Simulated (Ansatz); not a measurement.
A made-up structure of AlH4S2 (charge +1), singlet:

Al1  (0.935, -1.218, 0.133)
S2  (-0.280, -0.144, 1.508)
S3  (-0.865, 0.134, -0.868)
H4  (-1.877, -0.752, -1.071)
H5  (-0.288, 1.298, -1.268)
H6  (0.517, 0.939, 1.622)
H7  (2.044, -0.184, 0.020)
(Å)

It is relaxed with PBE-D4/def2-SVP and then PBE0-D4/def2-TZVP (Ansatz 0.2.0). Atoms count as bonded within 1.22 times the sum of their covalent radii (H–H: 0.88 Å). The end point is not checked to be a true minimum.

(1) Does its bonding change? (Judge from chemistry; the calculation decides.)

## Answers

(1) Computed: Yes. Formed: none; broken: S2–S3.

Where it ends: The first stage lowers the energy by 5.48 eV in 34 steps. It ends as AlH₄S₂ ([SH][AlH][SH2]), total charge +1:
```xyz
7
angstrom
Al 0.7522 0.1782 0.2669
S -0.2882 -0.1690 2.0929
S -0.9575 0.5854 -1.3789
H -1.8597 -0.3228 -0.9499
H -0.4706 -0.2026 -2.3611
H 0.8537 -0.2982 2.8003
H 2.1565 0.3020 -0.3945
```

Labels in which every atom is bracketed show which atoms are joined, not bond orders.

For scale, one of the runs: PBE0-D4/def2-TZVP relaxation, 135 basis functions, launched by `ansatz run in.yaml --threads 2 --pin off --events-out ev --progress --plain --max-ram 4352MiB`. Hardware: 2 CPU threads of an Intel Xeon Platinum 8259CL, shared host. Wall time about 19 s.
